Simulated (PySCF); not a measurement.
Stepwise substitution at one centre (Al H-Cl). Gas-phase values, no solvent. Strings in code marks are SMILES.

The numbers are results of PBE0-D3(BJ)/def2-TZVP (PySCF), not measurements. All candidates: neutral, multiplicity 1. 

- HOMO–LUMO gap: 6.83 eV
- LUMO: -1.75 eV
- dipole moment: 0.00 D

Question: Which member has these values?
A. `[AlH3]`
B. `[Cl][AlH][Cl]`
C. `[Cl][Al]([Cl])[Cl]`
D. `[AlH2][Cl]`

Answer: A, `[AlH3]`. The others give `[Cl][Al]([Cl])[Cl]`: 8.12 eV, -1.26 eV, 0.00 D; `[AlH2][Cl]`: 6.94 eV, -1.63 eV, 1.24 D; `[Cl][AlH][Cl]`: 7.89 eV, -1.43 eV, 1.02 D
